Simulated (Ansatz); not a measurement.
Ansatz (an electronic-structure program) input (PBE/pcseg-2):

Ansatz 0.2 input:
```yaml
crystal:
  periodic: [false, false, false]
  atoms:
    - {symbol: N, position_ang: [-0.00000000, -0.00000000, -0.54544247]}
    - {symbol: N, position_ang: [0.00000000, 0.00000000, 0.54544247]}
basis:
  gaussian:
    orbitals: pcseg-2
hamiltonian:
  xc: {name: PBE}
magnetization: {spin_polarized: false}
```

Output:

```
Functional definition: PBE
integrals: 0.01 GiB planned
304 factors; their error is unknown
mean field: 0.09 GiB planned
mean field evaluation 1: about -2976.3974 eV, gradient 3.2e1 eV
mean field evaluation 2: about -2976.5953 eV, gradient 2.9e1 eV
mean field evaluation 4: about -2978.3393 eV, gradient 7.9e-2 eV
mean field evaluation 8: about -2978.3107 eV, gradient 1.8e-4 eV
mean field -2978.31074319 eV, -109.4509010406 hartree, gradient 3.7e-6 eV, S^2 0.000000; 0 other end points of the search recorded, 0 dependent functions left out
reference -2978.31076011 eV, -109.4509016625 hartree; 7, 7 occupied and 53, 53 virtual orbitals, 304 factors
Total energy: -2978.31076011 eV, -109.4509016625 hartree
```
